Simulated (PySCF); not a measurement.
Computed with PBE0-D4/def2-TZVP run with PySCF. Gas-phase values, no solvent. Delta-SCF ions had no search for a lower state. Excitations are Tamm–Dancoff values on a coarser integration grid. The basis has no diffuse functions, so Rydberg states are missing or too high.

Reference species (SMILES): `c1ccsc1` (neutral, multiplicity 1).

```
Quantity                                   Result
---------------------------------------  --------
T1 excitation (TDA)                       3.85 eV
vertical ionisation energy (Delta-SCF)    8.93 eV
HOMO–LUMO gap                             6.53 eV
hole reorganisation energy (four-point)  0.390 eV
```

Changed species: `c1cscn1` (1 ring CH replaced by N; the reference has parent ring).

Question: Give the shifts of the T1 excitation (TDA), vertical ionisation energy (Delta-SCF), HOMO–LUMO gap and hole reorganisation energy (four-point).

Answer: the T1 excitation (TDA) goes up by 0.06 eV, to 3.91 eV; the vertical ionisation energy (Delta-SCF) rises by 0.56 eV, to 9.49 eV; the HOMO–LUMO gap is nearly the same; the hole reorganisation energy (four-point) rises by 0.091 eV, to 0.481 eV.
